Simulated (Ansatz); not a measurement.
# FH2SSi−: single points off equilibrium

One table from this session's results is given with a row withheld; the runs are named, their logs left out.

The runs use Ansatz 0.2.0, Gaussian basis; single points in def2-TZVPPD.

Correlated methods freeze the cores.

### Where the work starts

SMILES `F[SiH2][S-]`, 5 atoms, charge -1, spin multiplicity 1.

Atoms are counted from 1 here; the program's logs count them from 0.

Bond lengths: F1–Si2 1.705 Å, Si2–S3 2.002 Å, Si2–H4 1.481 Å, Si2–H5 1.505 Å. Angles: F1–Si2–S3 118.5°, F1–Si2–H4 97.9°, F1–Si2–H5 98.4°, S3–Si2–H4 112.5°, S3–Si2–H5 121.7°, H4–Si2–H5 104.3°.

Geometry (Å):

```xyz
5

F    -0.3026   -0.0878    1.5951
Si    0.0353    0.0238   -0.0725
S    -1.1770    1.1280   -1.2205
H    -0.0400   -1.4200   -0.3929
H     1.5104    0.3081    0.0212
```

Set-up of the first run:

The input, run/in.yaml:

```yaml
crystal:
  periodic: [false, false, false]
  atoms:
    - {symbol: F, position_ang: [-0.302600, -0.087800, 1.595100]}
    - {symbol: Si, position_ang: [0.035300, 0.023800, -0.072500]}
    - {symbol: S, position_ang: [-1.177000, 1.128000, -1.220500]}
    - {symbol: H, position_ang: [-0.040000, -1.420000, -0.392900]}
    - {symbol: H, position_ang: [1.510400, 0.308100, 0.021200]}
basis:
  gaussian: {orbitals: "def2-TZVPPD.json"}
total_charge: -1
correlation: {method: ccsd_t}
output: {forces: true}
```

The basis file named in the input lies beside it (Basis Set Exchange, JSON).

No record of the launch command was kept for these runs.

Among the steps run: CCSD(T)/def2-TZVPPD; PBE0-D4/def2-TZVPPD; wB97M-V/def2-TZVPPD; r2SCAN-D4/def2-TZVPPD; PBE-D4/def2-TZVPPD; CAM-B3LYP-D4/def2-TZVPPD; BHLYP-D4/def2-TZVPPD.

One of the session's tables, all rows but one given; the rest of the session is left out.

```
      method  RMS force component (eV/Å)  angle to CCSD(T) forces (°)
     CCSD(T)                       0.570                    reference
     PBE0-D4                       0.535                          9.7
     wB97M-V                       0.501                          5.9
   r2SCAN-D4                       0.527                          8.2
      PBE-D4                       0.442                         20.8
CAM-B3LYP-D4                           ?                            ?
    BHLYP-D4                       0.645                         12.8
```

Estimate the missing values for CAM-B3LYP-D4.

The run gave: RMS force component (eV/Å): 0.529; angle to CCSD(T) forces (°): 9.0. In the column «RMS force component (eV/Å)» it lies between r2SCAN-D4 (0.527) and PBE0-D4 (0.535).
